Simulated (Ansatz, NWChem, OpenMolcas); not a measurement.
**LiH (SMILES [LiH]): the HOMO–LUMO gap, rung by rung**

The species is LiH (2 atoms), meant as a singlet with charge 0. As SMILES, `[LiH]`. Geometry: the measured bond length.

```tsv
atom	x (Å)	y (Å)	z (Å)
Li	0.0000	0.0000	0.0000
H	0.0000	0.0000	1.5957
```

Quantity: the HOMO–LUMO gap, in eV. The values are calculated.

| level | kind | program | value (eV) | CPU time |
| --- | --- | --- | --- | --- |
| TPSS/cc-pVTZ | meta-GGA | OpenMolcas | 3.04 | 5.5 s |
| r2SCAN/cc-pVTZ | meta-GGA | OpenMolcas | 4.03 | 5.7 s |
| B3LYP/cc-pVTZ | global hybrid | Ansatz | 3.94 | 0.67 s |
| M06-2X/cc-pVTZ | hybrid meta-GGA | OpenMolcas | 5.45 | 5.4 s |
| PBE0/cc-pVTZ | global hybrid | OpenMolcas | 4.35 | 4.5 s |
| r2SCAN0/cc-pVTZ | hybrid meta-GGA | Ansatz | 5.16 | 1.2 s |
| CAM-B3LYP/cc-pVTZ | range-separated hybrid | NWChem | 6.15 | 8 s |
| PBE-QIDH/cc-pVTZ | double hybrid | Ansatz | 6.84 | 0.88 s |

The values span 3.04 to 6.84 eV. Orbital gaps aren't excitation energies, and those of double hybrids come from the SCF part alone; they tend to grow with the share of exact exchange. Times are those of the runs behind each value, whatever else they computed, on shared processors of several kinds: orders of magnitude only.
